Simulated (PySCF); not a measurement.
# P: electron affinity

P⁻ [Ne] 3s2 3p4 (3P) → P [Ne] 3s2 3p3 (4S), as a difference of total energies. All numbers are calculated (PySCF 2.14, the spin-free X2C one-electron Hamiltonian (Gaussian nucleus), in x2c-TZVPPall with one added diffuse shell each of s, p, d type (6s6p4d1f, 51 functions)). Correlated levels: valence: [Ne] frozen. The calculations carry no spin-orbit coupling.

```
           method  electron affinity (eV)  plus first-order spin-orbit estimate  error of that sum (eV)
              UHF                  -0.347                                -0.334                  -1.081
    MP2 (valence)                   0.400                                 0.412                  -0.335
SCS-MP2 (valence)                   0.467                                 0.479                  -0.268
   CCSD (valence)                   0.478                                 0.491                  -0.256
CCSD(T) (valence)                   0.537                                 0.549                  -0.198
```

Reference: 0.747 eV (measured; photodetachment measurements, as compiled on the Wikipedia data page of electron affinities).

A first-order spin-orbit estimate (lowest level to lowest level, LS coupling) adds 0.012 eV.

Errors of the correlated levels include the incompleteness of this basis and the frozen core.

A negative affinity means that the anion lies above the atom at that level of theory.
